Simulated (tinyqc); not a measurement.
The basis set: RHF and MP2 along a ladder of basis sets, for H2F+, spin multiplicity 1. Computed by the program tinyqc with PySCF. Command: `OMP_NUM_THREADS=1 python tinyqc.py 112547 112548 out.jsonl`; one thread of a shared host (Intel(R) Xeon(R) Processor @ 2.60GHz), about 3 s.

Geometry (angstrom):
```
atom       x        y       z
F     0.0000   0.0000  0.0000
H     0.0000   0.7460  0.5210
H     0.0000  -0.7460  0.5210
```

Same geometry throughout; the dipole is taken about the origin.

RHF and frozen-core MP2 in a ladder of bases:
```
basis        functions  E(RHF) (hartree)  E(MP2 corr) (hartree)  HOMO (eV)  LUMO (eV)  dipole (debye)
sto-3g               7        -98.853562              -0.028200   -29.4394     1.3970          2.8898
3-21g               13        -99.656210              -0.128097   -31.0845    -3.4841          3.2655
6-31g               13       -100.160740              -0.129318   -31.3045    -4.2993          3.2881
6-31g**             24       -100.210332              -0.182729   -31.1506    -3.8875          2.8357
cc-pvdz             24       -100.214009              -0.205217   -31.1810    -4.3321          2.7837
aug-cc-pvdz         41       -100.221714              -0.215440   -31.2197    -5.3712          2.7411
cc-pvtz             58       -100.253467              -0.268797   -31.2243    -4.7519          2.7441
```

From cc-pVDZ to cc-pVTZ the RHF energy falls by 39.5 mhartree and the correlation energy by 63.6. If valence correlation converges as X^-3, (27 E(T) - 8 E(D))/19 gives -0.2956 hartree, a rough estimate from such small X that usually falls short; STO-3G holds about 10 % of it. Beyond STO-3G the LUMO moves by 1.9 eV and the HOMO by 0.2 eV.
